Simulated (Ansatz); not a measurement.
## A cut through the energy surface

Si₂H₅ (SMILES [SiH2][SiH3]), doublet, at its PBE0-D4/def2-TZVP minimum:

```tsv
atom	x (Å)	y (Å)	z (Å)
Si1	-0.2096	-1.3612	-0.1911
Si2	0.3579	0.8892	-0.0620
H3	-0.0026	-2.1239	1.0703
H4	-1.5736	-1.6246	-0.7256
H5	0.2100	1.5028	-1.4080
H6	-0.4958	1.6431	0.8986
H7	1.7749	1.0068	0.3722
```

The angle H6–Si2–H7 (108.5° at the minimum) is set to the values below, H6, with anything bonded beyond it, turning rigidly in the plane of the angle. Each method's energies count from its own value at the PBE0-D4 minimum structure. Ansatz 0.2.0; basis: def2-TZVPP; cores frozen in the correlated methods; orbitals are unrestricted. B3LYP uses VWN-RPA correlation.

```csv
angle (°),CCSD(T) (kcal/mol),PBE-D4 (kcal/mol),wB97M-V (kcal/mol)
84.5,8.70,7.69,8.40
90.5,4.85,4.29,4.68
96.5,2.13,1.88,2.05
102.5,0.53,0.46,0.51
108.5,0.00,0.00,0.00
114.5,0.52,0.48,0.50
120.5,2.05,1.87,1.99
126.5,4.56,4.15,4.43
132.5,8.05,7.32,7.81
```

Largest difference from the CCSD(T) curve over the scan: r2SCAN-D4 0.50; PBE0-D4 0.43; B3LYP-D4 0.33; HF 1.36 kcal/mol. Each curve counts from its own value at the minimum.

The T1 diagnostic stays at or below 0.016. ⟨S²⟩ of the unrestricted Hartree–Fock references: 0.76 (a pure state has 0.75).

For scale, one of the runs: CCSD(T)/def2-TZVPP, 154 basis functions (an equivalent command: `ansatz run in.yaml --threads 2`). Hardware: 2 CPU threads, shared host. Wall time 80 s; peak host memory 2.1 GiB.
